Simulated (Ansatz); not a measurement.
# Bulk modulus B0 of some solids

Method: PBE-D3(BJ) in Ansatz (PAW). References are measured values corrected to a static lattice or taken at low temperature (these still hold zero-point motion). The table is a random draw of 10 from 14 solids with such references.

Values in GPa.

| solid | reference | PBE-D3(BJ) | error (%) |
|---|---|---|---|
| fcc Ag | 110* (104–111) | 111 | +0.9 |
| fcc Sr | 12.5* | 12.4 | -0.8 |
| bcc Mo | 265* (265–278) | 276 | +4.2 |
| bcc Ta | 198* | 206 | +4.0 |
| body-centred tetragonal In | 44.7*¶ | 41.7 | -6.7 |
| fcc Cu | 144* | 167 | +16.0 |
| zinc-blende BP | 176* (168–176) | 170 | -3.4 |
| rock-salt CaO | 120¶ | 112 | -6.7 |
| cubic BN | 410* (388–410) | 381 | -7.1 |
| bcc W | 312* (300–328) | 318 | +1.9 |

Over these 10 solids the mean error is +0.2 %, the mean absolute error 5.2 % (median 4.1 %), and the worst case fcc Cu at +16.0 %; the value is too high in 5 of 10 cases. Over all 14, from unrounded values, the mean error is +2.5 % and the mean absolute error 6.4 % (median 4.2 %).

A star marks references brought to a static lattice; the others are low-temperature values that still hold zero-point motion, which matters most for light elements.

Spin–orbit coupling is left out, also for the solids with elements from indium on (bcc Ta, body-centred tetragonal In, bcc W); its size isn't shown.

¶ marks references of a special kind: body-centred tetragonal In, 44.7 GPa (measured, copied from a table, unchecked, extrapolated to 0 K and zero-point effects removed; as tabulated in Lejaeghere et al. (2013), arXiv:1204.2733); rock-salt CaO, 120 GPa (measured, low temperature, extrapolated to 0 K; as tabulated in Chen et al. (2018), doi:10.1103/physrevmaterials.2.073803).

In Ansatz's fits of the non-cubic solids, shape and atoms are relaxed at each volume.

Brackets give the range of the sources taken for a reference, where it is wide; it can hold other temperatures.

Differences are worked out from the printed values.

Each level is taken at its own relaxed cell. Ansatz's density-functional and Hartree–Fock values are scalar-relativistic unless marked +SOC, with PAW data made under PBE.

Ansatz's runs of these crystals have no spin polarisation.

Not in this set, of the solids of all kinds but layered and molecular ones with a reference value in our tables and a result at some level: 86 for a reference at room or unstated temperature; 55 for no value at PBE-D3(BJ) (not run, a failed fit, an unstable or unbound cell, or a value held back for tests); 23 for sources at odds; 6 for a high-temperature or high-pressure phase; 1 for a value of another source that differs by over 15 % in a way that heat doesn't explain. These can be a level's best or worst cases. At least 25 more with a reference value are held back for tests. Solids without a released value at any level aren't counted. The metals Ce to Yb are counted apart.

References as tabulated in Levämäki et al. (2014), arXiv:1402.3671; doi:10.1021/acs.jctc.3c00612; Mejia-Rodriguez and Trickey (2018), arXiv:1807.09216; Lejaeghere et al. (2013), arXiv:1204.2733 and others.

Ansatz is a first-principles code.
